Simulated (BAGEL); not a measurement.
# HF/STO-3G (density fitting with qzvpp-jkfit) run of Si3H8 (Si(SiH3)2H2)

What is the vertical ionisation energy of Si3H8 (Si(SiH3)2H2) at HF/STO-3G (density fitting with qzvpp-jkfit)? 

The calculation is run with BAGEL 1.2.2.

2 further runs of the same task are left out: 2 set aside as unsound or not needed.

## (1) The molecule

Si3H8: 11 atoms, total charge 0, spin state singlet. As SMILES, `[H][Si]([H])([SiH3])[SiH3]`. The shape is that of a GFN2-xTB optimisation.

Bond lengths: Si1–Si2 2.315 Å, Si1–Si6 2.315 Å, Si2–H3 1.466 Å, Si2–H4 1.464 Å, Si2–H5 1.466 Å, Si6–H7 1.466 Å, Si6–H8 1.466 Å, Si6–H9 1.465 Å, Si1–H10 1.474 Å, Si1–H11 1.474 Å. Some angles: Si2–Si1–Si6 115.5°, Si1–Si2–H3 111.6°, Si1–Si2–H4 114.6°, Si1–Si2–H5 111.3°, Si2–Si1–H10 109.4°, Si2–Si1–H11 109.5°, Si6–Si1–H10 109.4°, Si6–Si1–H11 109.5°, Si1–Si6–H7 111.5°, Si1–Si6–H8 111.4°.

## (2) A single-point energy at HF/STO-3G (density fitting with qzvpp-jkfit)

job.json

```json
{ "bagel" : [

{
  "title" : "molecule",
  "basis" : "sto-3g",
  "df_basis" : "qzvpp-jkfit",
  "angstrom" : true,
  "geometry" : [
    { "atom" : "Si", "xyz" : [      -0.736800,       0.003350,      -0.522300 ] },
    { "atom" : "Si", "xyz" : [      -0.862030,      -0.016470,       1.788900 ] },
    { "atom" : "H", "xyz" : [      -0.286800,      -1.242650,       2.349110 ] },
    { "atom" : "H", "xyz" : [      -2.220600,       0.081010,       2.326940 ] },
    { "atom" : "H", "xyz" : [      -0.109270,       1.097380,       2.373740 ] },
    { "atom" : "Si", "xyz" : [       1.402940,       0.014150,      -1.405390 ] },
    { "atom" : "H", "xyz" : [       2.140680,      -1.199470,      -1.043110 ] },
    { "atom" : "H", "xyz" : [       2.187030,       1.142290,      -0.893750 ] },
    { "atom" : "H", "xyz" : [       1.459060,       0.105200,      -2.866260 ] },
    { "atom" : "H", "xyz" : [      -1.487810,       1.159150,      -1.043480 ] },
    { "atom" : "H", "xyz" : [      -1.486400,      -1.143950,      -1.064400 ] }
  ]
},

{ "title" : "hf" },

{ "title" : "print", "file" : "orbitals.molden", "orbitals" : true }

]}
```

Command:

```console
$ BAGEL_NUM_THREADS=1 BAGEL job.json > job.out
```

What it wrote:

```text
* using 1 threads per process

  ===============================================================
  ===============================================================

  *** Geometry ***

  { "atom" : "Si", "xyz" : [     -1.392350,      0.006331,     -0.987004 ] },
  { "atom" : "Si", "xyz" : [     -1.629001,     -0.031124,      3.380531 ] },
  { "atom" : "H", "xyz" : [     -0.541973,     -2.348268,      4.439175 ] },
  { "atom" : "H", "xyz" : [     -4.196326,      0.153087,      4.397279 ] },
  { "atom" : "H", "xyz" : [     -0.206490,      2.073748,      4.485718 ] },
  { "atom" : "Si", "xyz" : [      2.651172,      0.026740,     -2.655802 ] },
  { "atom" : "H", "xyz" : [      4.045299,     -2.266670,     -1.971192 ] },
  { "atom" : "H", "xyz" : [      4.132888,      2.158615,     -1.688943 ] },
  { "atom" : "H", "xyz" : [      2.757224,      0.198799,     -5.416446 ] },
  { "atom" : "H", "xyz" : [     -2.811553,      2.190476,     -1.971891 ] },
  { "atom" : "H", "xyz" : [     -2.808889,     -2.161752,     -2.011424 ] },

  Number of auxiliary basis functions:      528

  Since a DF basis is specified, we compute 2- and 3-index integrals:
    o Being stored without compression. Storage requirement is 0.005 GB

  Number of basis functions:       35
  Number of electrons      :       50

    * METHOD: MOLECULE                             0.60

  *** RHF ***

  === Nuclear Repulsion ===
   193.9257468405

      * DIIS with orbital gradients will be used.

  === RHF iteration (sto-3g) ===
      0       -861.46588863          0.00572728           0.07
      1       -861.48826056          0.00115330           0.06
      2       -861.48918792          0.00024033           0.07
      3       -861.48923303          0.00001380           0.07
      4       -861.48923315          0.00000258           0.06
      5       -861.48923315          0.00000039           0.07
      6       -861.48923315          0.00000007           0.07
      7       -861.48923315          0.00000001           0.07
    * SCF iteration converged.

    * Permanent dipole moment:
           (    0.064368,    -0.001006,     0.045773) a.u.

    * METHOD: HF                                   0.84

    * METHOD: PRINT                                0.01

  ===============================================================
```

Wall time 2 s (1 thread of Intel Xeon at 2.50GHz (Skylake/Cascade Lake), shared host).

## (3) The doublet cation, same level

hf.json

```json
{ "bagel" : [

{
  "title" : "molecule",
  "basis" : "sto-3g",
  "df_basis" : "qzvpp-jkfit",
  "angstrom" : true,
  "geometry" : [
    { "atom" : "Si", "xyz" : [      -0.736800,       0.003350,      -0.522300 ] },
    { "atom" : "Si", "xyz" : [      -0.862030,      -0.016470,       1.788900 ] },
    { "atom" : "H", "xyz" : [      -0.286800,      -1.242650,       2.349110 ] },
    { "atom" : "H", "xyz" : [      -2.220600,       0.081010,       2.326940 ] },
    { "atom" : "H", "xyz" : [      -0.109270,       1.097380,       2.373740 ] },
    { "atom" : "Si", "xyz" : [       1.402940,       0.014150,      -1.405390 ] },
    { "atom" : "H", "xyz" : [       2.140680,      -1.199470,      -1.043110 ] },
    { "atom" : "H", "xyz" : [       2.187030,       1.142290,      -0.893750 ] },
    { "atom" : "H", "xyz" : [       1.459060,       0.105200,      -2.866260 ] },
    { "atom" : "H", "xyz" : [      -1.487810,       1.159150,      -1.043480 ] },
    { "atom" : "H", "xyz" : [      -1.486400,      -1.143950,      -1.064400 ] }
  ]
},

{ "title" : "uhf", "charge" : 1, "nopen" : 1 },

{ "title" : "print", "file" : "orbitals.molden", "orbitals" : true }

]}
```

Command:

```console
$ BAGEL_NUM_THREADS=1 BAGEL hf.json > hf.out
```

What it wrote:

```text
* using 1 threads per process

  ===============================================================
  ===============================================================

  *** Geometry ***

  { "atom" : "Si", "xyz" : [     -1.392350,      0.006331,     -0.987004 ] },
  { "atom" : "Si", "xyz" : [     -1.629001,     -0.031124,      3.380531 ] },
  { "atom" : "H", "xyz" : [     -0.541973,     -2.348268,      4.439175 ] },
  { "atom" : "H", "xyz" : [     -4.196326,      0.153087,      4.397279 ] },
  { "atom" : "H", "xyz" : [     -0.206490,      2.073748,      4.485718 ] },
  { "atom" : "Si", "xyz" : [      2.651172,      0.026740,     -2.655802 ] },
  { "atom" : "H", "xyz" : [      4.045299,     -2.266670,     -1.971192 ] },
  { "atom" : "H", "xyz" : [      4.132888,      2.158615,     -1.688943 ] },
  { "atom" : "H", "xyz" : [      2.757224,      0.198799,     -5.416446 ] },
  { "atom" : "H", "xyz" : [     -2.811553,      2.190476,     -1.971891 ] },
  { "atom" : "H", "xyz" : [     -2.808889,     -2.161752,     -2.011424 ] },

  Number of auxiliary basis functions:      528

  Since a DF basis is specified, we compute 2- and 3-index integrals:
    o Being stored without compression. Storage requirement is 0.005 GB

  Number of basis functions:       35
  Number of electrons      :       50

    * METHOD: MOLECULE                             0.65

  *** Open-shell HF ***

  === Nuclear Repulsion ===
   193.9257468405

      * DIIS with orbital gradients will be used.

  === UHF iteration (sto-3g) ===
      0       -861.13162312          0.02104122           0.13
      1       -861.19932556          0.00384031           0.11
      2       -861.20187459          0.00089064           0.11
      3       -861.20218445          0.00030143           0.12
      4       -861.20226332          0.00005760           0.15
      5       -861.20227746          0.00002276           0.16
      6       -861.20228051          0.00001127           0.15
      7       -861.20228107          0.00000475           0.15
      8       -861.20228112          0.00000129           0.16
      9       -861.20228113          0.00000028           0.15
     10       -861.20228113          0.00000016           0.25
     11       -861.20228113          0.00000012           0.26
     12       -861.20228113          0.00000008           0.21
     13       -861.20228113          0.00000005           0.18
     14       -861.20228113          0.00000004           0.13
     15       -861.20228113          0.00000002           0.17
     16       -861.20228113          0.00000001           0.23
    * SCF iteration converged.

    * S^2 (UHF) is 0.7667

    * Permanent dipole moment:
           (    0.189219,    -0.002793,     0.133439) a.u.

    * METHOD: UHF                                  3.05

    * METHOD: PRINT                                0.00

  ===============================================================
```

It took 4.5 s on 1 thread of Intel Xeon at 2.50GHz (Skylake/Cascade Lake), shared host.

## (4) What came out

At HF/STO-3G (density fitting with qzvpp-jkfit):

```
                                          quantity          value
                       singlet Si3H8: total energy  -861.48923 Eh
                      singlet Si3H8: dipole moment         0.20 D
                        singlet Si3H8: HOMO energy       -8.52 eV
                        singlet Si3H8: LUMO energy        9.73 eV
                      singlet Si3H8: HOMO–LUMO gap       18.25 eV
                      doublet cation: total energy  -861.20228 Eh
                              doublet cation: ⟨S²⟩          0.767
vertical ionisation energy (to the doublet cation)       7.808 eV
```

**Reading.** Removing an electron at fixed nuclei costs 7.81 eV (180 kcal/mol). The negative HOMO energy of the first species, 8.52 eV, lies 0.71 eV above that difference. In a minimal basis such a difference can be off by several eV, whatever the method.
